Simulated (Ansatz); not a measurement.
# CF (quartet): RPA-PBE over vertical spin and charge gaps, cc-pVDZ

Aim: run CF (quartet) with these functionals over vertical spin and charge gaps, and hold them against the top wave-function level at the same points.

Method: cc-pVDZ, all electrons in the functionals, frozen cores in the correlation of double hybrids and RPA; program: Ansatz 0.2.0, Gaussian basis.

To be run: RPA-PBE, at charge 0, quartet; charge 0, doublet; charge 0, sextet; charge 1, triplet; charge 1, quintet.

## (1) The geometry

The geometry is a PBE0/def2-TZVP stationary point (not a proven minimum).

2 atoms, charge 0, spin multiplicity 4.

Atoms are counted from 1 here; the program's logs count them from 0.

Bond lengths: C1–F2 1.316 Å.

Coordinates:

```xyz
2
charge 0, multiplicity 4
C     0.00000    0.00000    0.00000
F     0.00000    0.00000    1.31590
```

No dispersion term is added.

The geometry shown and the zero of energy belong to the point charge 0, quartet. The yardstick, UCCSDTQ, and other wave-function levels (R restricted, U unrestricted, valence and pair active spaces) come from earlier runs.

## (2) RPA-PBE, charge 0, quartet

Input file in.yaml:

```yaml
crystal:
  periodic: [false, false, false]
  atoms:
    - {symbol: C, position_ang: [0.000000, 0.000000, 0.000000]}
    - {symbol: F, position_ang: [0.000000, 0.000000, 1.315900]}
basis:
  gaussian: {orbitals: cc-pVDZ}
magnetization: {spin_polarized: true, initial_magnetization: 3}
hamiltonian: {xc: {name: PBE}}
correlation: {method: rpa, electrons: outside_noble_gas}
```

Started as:

```sh
$ ansatz run in.yaml --threads 1 --pin off --events-out ev --progress --plain --max-ram 4096MiB --backend cpu
```

The runs that follow: RPA-PBE, charge 0, doublet; RPA-PBE, charge 0, sextet; RPA-PBE, charge 1, triplet; RPA-PBE, charge 1, quintet.

**Question.** What will the summary of the whole plan be? Wanted: quartet to doublet, UCCSDTQ; quartet to sextet, UCCSDTQ; ionisation to the triplet cation, UCCSDTQ; ionisation to the quintet cation, UCCSDTQ; largest miss, RPA-PBE.

As calculated:

| quantity | value |
| --- | --- |
| quartet to doublet, UCCSDTQ | -78.7 kcal/mol |
| quartet to sextet, UCCSDTQ | 312.3 kcal/mol |
| ionisation to the triplet cation, UCCSDTQ | 236.7 kcal/mol |
| ionisation to the quintet cation, UCCSDTQ | 383.7 kcal/mol |
| largest miss, RPA-PBE | -8.4 kcal/mol (quartet to doublet) |

In words: RPA-PBE strays by up to 8.4 kcal/mol, at quartet to doublet. Functionals and the yardstick converge differently with the basis, so part of each miss in cc-pVDZ is the basis.
